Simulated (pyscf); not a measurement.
O=CH–O–SiH₃ + hydrogen (H₂) → formic acid (O=CH–OH) + silane (SiH₄), a concerted two-bond exchange (singlet surface; O–Si, H–H broken, H–O, H–Si formed). Optimised with ωB97X-D3(BJ)/def2-SVP in PySCF. Energies in kJ/mol from the separated reactants.

Small-basis levels: PySCF, no dispersion term, spherical d functions. AM1 to PM7: differences of heats of formation from MOPAC, which are fitted to 298 K values and so differ in kind from electronic energies by zero-point and thermal terms. Cost: rough CPU time at the saddle relative to B3LYP/6-31G*, from one job on a shared machine.

| level | barrier | reaction energy | cost |
|---|---|---|---|
| HF/3-21G | 273.3 | +81.0 | 0.05 |
| HF/6-31G* | 263.2 | +47.5 | 0.08 |
| MP2/6-31G* | 235.7 | +77.4 | 0.10 |
| SVWN5/6-31G* | 113.2 | +55.7 | 0.9 |
| BP86/6-31G* | 165.6 | +51.8 | 1 |
| PBE/6-31G* | 157.8 | +51.6 | 1 |
| B3LYP/LANL2DZ | 197.6 | +19.3 | 0.7 |
| B3LYP/6-311+G** | 184.1 | +32.3 | 2 |
| B3LYP/def2-SVP | 168.3 | +37.5 | 1 |
| AM1 | 250.1 | +46.6 | under 0.02 |
| PM6 | 149.0 | +169.4 | under 0.02 |
| PM7 | 311.5 | +260.6 | under 0.02 |
| ωB97M-D3(BJ)/def2-TZVP | 180.8 | +54.8 | – |

Against the last row the barrier runs from -67.6 (SVWN5/6-31G*) to +130.7 kJ/mol (PM7). At PM6 this geometry lies under one side, so the entry may be no barrier of that level: it is a single point on another level's saddle. ωB97M-D3(BJ)/def2-TZVP has limits of its own. This is the saddle that the search found; another between the same sides may lie lower.
